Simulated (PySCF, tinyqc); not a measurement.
CIS and TDHF on RHF in the sto-3g basis, for HF, spin multiplicity 1, step by step. The lowest restricted solution is unstable here: a spin-polarised one lies 0.0231 hartree lower (PySCF). One step of it, computed by the program tinyqc.

Question. CIS matrix, triplets. A(ia,jb) = (e_a - e_i) d_ij d_ab - (ij|ab).

orbital energies (hartree): [-25.932135, -1.406013, -0.464910, -0.464910, -0.445597, 0.288335]

Two-electron integrals over orbitals (pq|rs), unique and non-zero (hartree):
```
(11|11) 5.364864    (21|11) -0.525608   (21|21) 0.081146    (22|11) 1.241904
(22|21) -0.023308   (22|22) 0.879603    (31|31) 0.029522    (32|31) 0.040324
(32|32) 0.191240    (33|11) 1.264029    (33|21) -0.015238   (33|22) 0.899502
(33|33) 0.997514    (41|41) 0.029522    (42|41) 0.040324    (42|42) 0.191240
(43|43) 0.053770    (44|11) 1.264029    (44|21) -0.015238   (44|22) 0.899502
(44|33) 0.889973    (44|44) 0.997514    (51|11) 0.080885    (51|21) -0.012223
(51|22) 0.004865    (51|33) 0.002397    (51|44) 0.002397    (51|51) 0.016241
(52|11) -0.103507   (52|21) 0.004000    (52|22) -0.045140   (52|33) -0.058007
(52|44) -0.058007   (52|51) 0.020446    (52|52) 0.126045    (53|31) -0.005638
(53|32) -0.022918   (53|53) 0.032650    (54|41) -0.005638   (54|42) -0.022918
(54|54) 0.032650    (55|11) 0.856693    (55|21) -0.008124   (55|22) 0.669719
(55|33) 0.655610    (55|44) 0.655610    (55|51) -0.001408   (55|52) -0.008123
(55|55) 0.651631    (61|11) 0.086667    (61|21) -0.013767   (61|22) 0.002796
(61|33) 0.002578    (61|44) 0.002578    (61|51) -0.013125   (61|52) -0.022524
(61|55) 0.004132    (61|61) 0.018385    (62|11) -0.126218   (62|21) 0.003495
(62|22) -0.070253   (62|33) -0.070297   (62|44) -0.070297   (62|51) -0.019904
(62|52) -0.083510   (62|55) -0.019765   (62|61) 0.019481    (62|62) 0.091279
(63|31) -0.005720   (63|32) -0.023565   (63|53) -0.023817   (63|63) 0.028324
(64|41) -0.005720   (64|42) -0.023565   (64|54) -0.023817   (64|64) 0.028324
(65|11) -0.439538   (65|21) 0.007272    (65|22) -0.257598   (65|33) -0.261401
(65|44) -0.261401   (65|51) 0.001239    (65|52) 0.070644    (65|55) -0.086123
(65|61) -0.004099   (65|62) 0.029320    (65|65) 0.248395    (66|11) 0.820552
(66|21) -0.008729   (66|22) 0.625368    (66|33) 0.611841    (66|44) 0.611841
(66|51) 0.008479    (66|52) 0.038183    (66|55) 0.634985    (66|61) -0.006242
(66|62) -0.047668   (66|65) -0.029464   (66|66) 0.657234
```

Give: CIS matrix A, triplet.

Answer.

CIS matrix A, triplet (hartree), order 1>6, 2>6, 3>6, 4>6, 5>6:
```
[[25.400, 0.009, 0.000, 0.000, -0.008],
 [0.009, 1.069, 0.000, 0.000, -0.038],
 [0.000, 0.000, 0.141, 0.000, 0.000],
 [0.000, 0.000, 0.000, 0.141, 0.000],
 [-0.008, -0.038, 0.000, 0.000, 0.099]]
```
